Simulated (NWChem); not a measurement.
butadiene (C4H6); SMILES C=CC=C

```xyz
10

C     -0.1182     1.8485     0.0000
C      0.3978     0.6108     0.0000
C     -0.3978    -0.6108     0.0000
C      0.1182    -1.8485     0.0000
H     -1.1930     2.0170     0.0000
H      0.5131     2.7320     0.0000
H      1.4805     0.4813     0.0000
H     -1.4805    -0.4813     0.0000
H     -0.5131    -2.7320     0.0000
H      1.1930    -2.0170     0.0000
```
Atoms are numbered in this order, from 1.

Coordinates come from a B3LYP/6-31G* (spherical d) optimisation.

Symmetry labels are those of C2h in the frame above (b1 and b2, or b-type labels, depend on it).

Task: List the 4 lowest vertical singlet excitations from PBE/6-31G* (spherical d), TDA (NWChem).

Result: 
```csv
state,energy (eV),oscillator strength,symmetry,leading excitation (squared amplitude)
S1,6.57,0.963,bu,HOMO → LUMO (0.89)
S2,6.60,0.000,ag,HOMO−1 → LUMO (0.53)
S3,6.84,0.000,au,HOMO−2 → LUMO (0.99)
S4,7.89,0.000,bg,HOMO−3 → LUMO (0.99)
```
